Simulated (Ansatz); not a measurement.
# α-quartz (SiO2)

Method: r²SCAN (Ansatz, a first-principles code, plane waves, PAW).

Numerical settings: plane-wave cutoff 600 eV, 6×6×4 k mesh (along the axes of the cell as run), scalar-relativistic PAW data made under PBE.

Cell (measured lattice):

Space group P3₂21 (No. 154); a = b = 4.9134 Å, c = 5.4051 Å, α = β = 90.00°, γ = 120.00°

| atom | site | symmetry | x | y | z |
|---|---|---|---|---|---|
| Si | 3a | .2. | 0.5319 | 0.5319 | 0.0000 |
| O | 6c | 1 | 0.2704 | 0.4128 | 0.2166 |

```yaml
elastic constant C11: 86.7 GPa
elastic constant C12: 10.1 GPa
elastic constant C13: 13.2 GPa
elastic constant C33: 108 GPa
elastic constant C44: 59.4 GPa
elastic constant C66: 38.3 GPa
Voigt–Reuss–Hill bulk modulus: 39.1 GPa
polycrystal shear modulus (Hill average): 44.2 GPa
young_modulus: 96.3 GPa
poisson_ratio: 0.090
```

Measured, for comparison: elastic constant C11 86.8 GPa, elastic constant C12 6.99 GPa, elastic constant C13 11.8 GPa, elastic constant C33 105 GPa, elastic constant C44 58.3 GPa, elastic constant C66 39.9 GPa (298 K, no zero-point or thermal correction, C14's sign depends on the axes; as tabulated in Xie et al. (2023), arXiv:2212.00284). Computed (rounded) less measured: elastic constant C11 -0.1 %, elastic constant C12 +44 %, elastic constant C13 +12 %, elastic constant C33 +3 %, elastic constant C44 +2 %, elastic constant C66 -4 %. A static lattice is as a rule a little smaller and stiffer than an uncorrected measurement, which narrows the difference in the elastic constant C33, elastic constant C44 and would widen misses of the other sign.

Note: the cell isn't this level's own, so it is under some stress, which shifts stiffness and frequencies.

Elastic constants are with the ions relaxed.

Computed values are for the static lattice.
